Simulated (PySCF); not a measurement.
B2O, optimised at B3LYP/6-31G*:

```xyz
3

B      0.8024     0.7771    -0.7210
O      0.0000     0.0000     0.0000
B     -0.8024    -0.7771     0.7210
```

Energies from PySCF (xtb for GFN2), thermal terms from the rigid-rotor harmonic-oscillator model, ideal gas at 1 bar. 6-31G* has spherical d functions here. All species are closed-shell singlets. B3LYP is the form with VWN-RPA correlation. Strong static correlation: B2O.

**Question.** List the harmonic frequencies (cm⁻¹, unscaled) at this level and at the other levels, each on its own geometry.

**Answer.** 
- B3LYP/6-31G*: 121, 121, 1060, 1503
- GFN2-xTB: 196, 196, 1263, 1824
- HF/6-31G*: 121, 121, 1135, 1592
- PBE/def2-SVP: 160, 161, 1032, 1461
- PBE0/def2-TZVP: 55, 55, 1071, 1492
